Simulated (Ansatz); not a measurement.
# C5H10O: the cost of one run

Computed with the Python package of Ansatz 0.2.0. The levels of theory stand in the script.

## (1) The structure

Bond lengths (14 of 15 bonds, heavy atoms first): C1–C2 1.494 Å, C2–C3 1.343 Å, C3–C4 1.498 Å, C4–O5 1.426 Å, O5–C6 1.422 Å, C1–H7 1.094 Å, C1–H8 1.094 Å, C1–H9 1.095 Å, C2–H10 1.088 Å, C3–H11 1.088 Å, C4–H12 1.095 Å, C4–H13 1.096 Å, C6–H14 1.094 Å, C6–H15 1.093 Å. Angles (14 of 25 angles, heavy atoms first): C1–C2–C3 123.8°, C2–C3–C4 124.5°, C3–C4–O5 109.7°, C4–O5–C6 112.7°, C1–C2–H10 116.2°, C3–C2–H10 119.9°, C2–C1–H7 109.9°, C2–C1–H8 109.9°, C2–C1–H9 112.2°, C2–C3–H11 120.0°, C4–C3–H11 115.5°, C3–C4–H12 108.4°, C3–C4–H13 113.1°, O5–C4–H12 107.2°.

The script holds or builds the structure itself.

## (2) The script

Contents of disp_c5h10o.py:

```python
import ansatz

molecule = (
    ansatz.Crystal.molecule()
    .atom('C', (2.5515, 0.6962, -0.2385))
    .atom('C', (1.3606, -0.1806, -0.0254))
    .atom('C', (0.24, -0.1119, -0.7617))
    .atom('C', (-0.9622, -0.982, -0.5597))
    .atom('O', (-2.1208, -0.1684, -0.3925))
    .atom('C', (-2.2798, 0.2902, 0.944))
    .atom('H', (3.4296, 0.0833, -0.4636))
    .atom('H', (2.7569, 1.2721, 0.6689))
    .atom('H', (2.4055, 1.4, -1.0639))
    .atom('H', (1.4353, -0.9056, 0.782))
    .atom('H', (0.1633, 0.6125, -1.5695))
    .atom('H', (-1.1138, -1.5774, -1.4662))
    .atom('H', (-0.8509, -1.6816, 0.2769))
    .atom('H', (-2.3869, -0.556, 1.6296))
    .atom('H', (-3.1917, 0.8917, 0.9924))
    .atom('H', (-1.4365, 0.9174, 1.2474))
)

base = molecule.calculation().basis(gaussian='def2-SVP')
for name in ['pbe', 'b3lyp']:
    for correction in ('d3bj', 'd4'):
        rep = base.functional(name, dispersion=correction).run(threads=1).report
        print(f'{name:8s} {correction:5s} total {rep["free_energy_ev"]:.5f} eV, of which dispersion {1000 * rep["dispersion"]["energy"]["ev"]:.2f} meV')
```

## (3) The input behind the calls

The engine receives this input (first run):

```yaml
crystal:
  periodic: [false, false, false]
  atoms:
    - { symbol: C, position_ang: [2.5515, 0.6962, -0.2385] }
    - { symbol: C, position_ang: [1.3606, -0.1806, -0.0254] }
    - { symbol: C, position_ang: [0.24, -0.1119, -0.7617] }
    - { symbol: C, position_ang: [-0.9622, -0.982, -0.5597] }
    - { symbol: O, position_ang: [-2.1208, -0.1684, -0.3925] }
    - { symbol: C, position_ang: [-2.2798, 0.2902, 0.944] }
    - { symbol: H, position_ang: [3.4296, 0.0833, -0.4636] }
    - { symbol: H, position_ang: [2.7569, 1.2721, 0.6689] }
    - { symbol: H, position_ang: [2.4055, 1.4, -1.0639] }
    - { symbol: H, position_ang: [1.4353, -0.9056, 0.782] }
    - { symbol: H, position_ang: [0.1633, 0.6125, -1.5695] }
    - { symbol: H, position_ang: [-1.1138, -1.5774, -1.4662] }
    - { symbol: H, position_ang: [-0.8509, -1.6816, 0.2769] }
    - { symbol: H, position_ang: [-2.3869, -0.556, 1.6296] }
    - { symbol: H, position_ang: [-3.1917, 0.8917, 0.9924] }
    - { symbol: H, position_ang: [-1.4365, 0.9174, 1.2474] }
basis:
  gaussian:
    orbitals: def2-SVP
hamiltonian:
  xc: pbe
  dispersion: d3bj
```

## (4) The run

Launch:

```
$ python disp_c5h10o.py
```

Q: Estimate wall time and peak memory on 1 thread of Arm Neoverse V2, shared host.

About 16 s, with a peak of 0.31 GiB.
